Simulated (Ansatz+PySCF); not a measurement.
**singlet CH2F2: levels of theory in one basis**

```yaml
atoms:
  - { symbol: C, position_ang: [0.5028, -0.0104, -0.0475] }
  - { symbol: H, position_ang: [1.0938, 0.6769, 0.6109] }
  - { symbol: H, position_ang: [1.1138, -0.6084, -0.6133] }
  - { symbol: F, position_ang: [-0.3106, 0.8060, -0.7436] }
  - { symbol: F, position_ang: [-0.2633, -0.8180, 0.7834] }
```

Basis set: def2-SVP (spherical functions). Left uncorrelated: 3 orbitals. Charge 0, multiplicity 1.

Computed with Ansatz (development build ahead of 0.2.0); each method stands on the lowest determinant of its kind that the runs found.

```json
{"method": "RHF", "E − E(RHF) (eV)": "0.00", "<S²> of the determinant": "0.00"}
{"method": "RHF-MP2", "E − E(RHF) (eV)": "-13.80", "<S²> of the determinant": "–"}
{"method": "RHF-CCSD", "E − E(RHF) (eV)": "-14.30", "<S²> of the determinant": "–"}
```

Q: What does RHF-CCSD(T) give on the same scale?

A: -14.55 eV.

Q: Is a single determinant a sound starting point here?

A: By this sign, yes. Unrestricted orbitals gain 0.00 eV and <S²> is 0.00 against 0.00 for a pure state.
